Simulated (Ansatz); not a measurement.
Redistribution: C4H9NO + CH4O → C4H8O2 + CH5N

Species: C4H9NO (butyramide) `CCCC(N)=O`, singlet; CH4O (methanol) `CO`, singlet; C4H8O2 `CCCC(=O)O`, singlet; CH5N (methylamine) `CN`, singlet. The partners trade NH2 for OH; both sit on C, so the bond types are kept.

Shapes, held fixed at every level: PBE0-D4/def2-TZVP. Flexible molecules stand in one conformer, not always the lowest. Programs: Ansatz 0.2.0. Electronic energies: no zero-point or thermal term.

```json
{"level": "HF/def2-TZVPP", "kind": "Hartree–Fock", "ΔE (kJ/mol)": "-12.6", "less CCSD(T)/CBS estimate": "+3.0"}
{"level": "PBE-D4/def2-TZVPP", "kind": "GGA", "ΔE (kJ/mol)": "-12.3", "less CCSD(T)/CBS estimate": "+3.3"}
{"level": "r2SCAN-D4/def2-TZVPP", "kind": "meta-GGA", "ΔE (kJ/mol)": "-12.8", "less CCSD(T)/CBS estimate": "+2.8"}
{"level": "wB97M-V/def2-TZVPP", "kind": "range-separated hybrid", "ΔE (kJ/mol)": "-15.4", "less CCSD(T)/CBS estimate": "+0.2"}
{"level": "MP2/def2-TZVPP", "kind": "perturbation theory", "ΔE (kJ/mol)": "-17.2", "less CCSD(T)/CBS estimate": "-1.6"}
{"level": "CCSD/def2-TZVPP", "kind": "coupled cluster or CI", "ΔE (kJ/mol)": "-16.9", "less CCSD(T)/CBS estimate": "-1.3"}
{"level": "CCSD(T)/CBS estimate", "kind": "coupled cluster or CI", "ΔE (kJ/mol)": "-15.6", "less CCSD(T)/CBS estimate": "0.0"}
```

The highest level, CCSD(T)/CBS estimate, gives ΔE = -15.6 kJ/mol; the levels span -17.2 to -12.3. The column of differences is taken from that level and isn't an error. No measured value is set beside it here. The CBS estimate extrapolates MP2 from def2-TZVPP and def2-QZVPP and adds CCSD(T) − MP2 in the triple-zeta set, cores frozen.
